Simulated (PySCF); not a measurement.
Constants of LiAl, step by step

State: ¹Σ⁺, singlet, closed shell. De refers to Li + Al. RHF-based CCSD(T) in PySCF 2.14 with Li cc-pVTZ, Al cc-pV(T+d)Z and Li cc-pVQZ, Al cc-pV(Q+d)Z (frozen core orbitals: 6; no relativity). Correlation energies are extrapolated as n⁻³ (n = 3, 4), Hartree–Fock as (n+1)·exp(−9√n). CV is the change on freezing 1 orbitals instead, in Li cc-pCVTZ, Al cc-pwCVTZ. SR is the spin-free X2C energy in Li cc-pVTZ-DK, Al cc-pVTZ-DK less the non-relativistic one in Li cc-pVTZ, Al cc-pVTZ.

```json
{"Level": "CCSD(T)/TZ", "Re (Å)": "2.8687", "ωe (cm⁻¹)": "308.8", "ωexe (cm⁻¹)": "2.11", "αe (cm⁻¹)": "0.00384", "De (eV)": "1.005"}
{"Level": "CCSD(T)/QZ", "Re (Å)": "2.8584", "ωe (cm⁻¹)": "313.3", "ωexe (cm⁻¹)": "2.18", "αe (cm⁻¹)": "0.00387", "De (eV)": "1.037"}
{"Level": "HF/CBS", "Re (Å)": "2.9207", "ωe (cm⁻¹)": "314.1", "ωexe (cm⁻¹)": "1.58", "αe (cm⁻¹)": "0.00317", "De (eV)": "0.078"}
{"Level": "MP2/CBS", "Re (Å)": "2.8749", "ωe (cm⁻¹)": "323.7", "ωexe (cm⁻¹)": "1.82", "αe (cm⁻¹)": "0.00342", "De (eV)": "0.864"}
{"Level": "CCSD/CBS", "Re (Å)": "2.8545", "ωe (cm⁻¹)": "318.6", "ωexe (cm⁻¹)": "2.12", "αe (cm⁻¹)": "0.00381", "De (eV)": "1.001"}
{"Level": "CCSD(T)/CBS", "Re (Å)": "2.8530", "ωe (cm⁻¹)": "315.7", "ωexe (cm⁻¹)": "2.23", "αe (cm⁻¹)": "0.00391", "De (eV)": "1.056"}
{"Level": "CCSD(T)/CBS+CV", "Re (Å)": "2.8413", "ωe (cm⁻¹)": "316.6", "ωexe (cm⁻¹)": "2.23", "αe (cm⁻¹)": "0.00396", "De (eV)": "1.059"}
{"Level": "CCSD(T)/CBS+CV+SR", "Re (Å)": "2.8396", "ωe (cm⁻¹)": "318.2", "ωexe (cm⁻¹)": "2.24", "αe (cm⁻¹)": "0.00393", "De (eV)": "1.058"}
```

How much is left between CCSD(T)/QZ and the basis-set limit, and how much do the triples give at the limit?

CCSD(T)/CBS less CCSD(T)/QZ: -5.4 mÅ in Re, +2.4 cm⁻¹ in ωe and +0.019 eV in De. CCSD(T)/CBS less CCSD/CBS: -1.5 mÅ in Re, -2.9 cm⁻¹ in ωe and +0.055 eV in De.

What do the later terms add?

CV: -11.7 mÅ in Re, +0.9 cm⁻¹ in ωe and +0.003 eV in De; SR: -1.7 mÅ in Re, +1.6 cm⁻¹ in ωe and -0.001 eV in De, each against the row above.

The T1 diagnostic is 0.017. The open-shell atoms are computed with UHF. Spin–orbit coupling, excitations beyond (T) and corrections to the Born–Oppenheimer picture are left out.

The whole job (state search and all basis sets along the bond) took about 2.5 min on 4 threads of Intel Xeon Platinum 8488C (shared host), peak memory 3.1 GiB.
